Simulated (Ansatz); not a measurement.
A run of Ansatz (development build ahead of 0.2.0) on singlet N₂ at this shape:

```csv
atom,x (Å),y (Å),z (Å)
N,0.0000,0.0000,0.5765
N,0.0000,0.0000,-0.5765
```

Its results:

```json
{"Converged": "yes", "Reference energy": "-108.93829 hartree", "CCSD correlation energy": "-0.32170 hartree", "Triples correction": "-0.01345 hartree", "Total energy": "-109.27345 hartree", "Spin squared of the determinant": "0.079"}
```

Which input gives this output? Name the method, the orbitals and the basis set, and write the input.

UHF-CCSD(T) in cc-pVDZ.

```yaml
crystal:
  periodic: [false, false, false]
  atoms:
    - { symbol: "N", position_ang: [0.0, 0.0, 0.57645] }
    - { symbol: "N", position_ang: [0.0, 0.0, -0.57645] }
basis:
  gaussian: { orbitals: cc-pVDZ }
magnetization:
  spin_polarized: true
hamiltonian:
  xc: hf
correlation:
  method: ccsd_t
  frozen_orbitals: { "N": 1 }
```
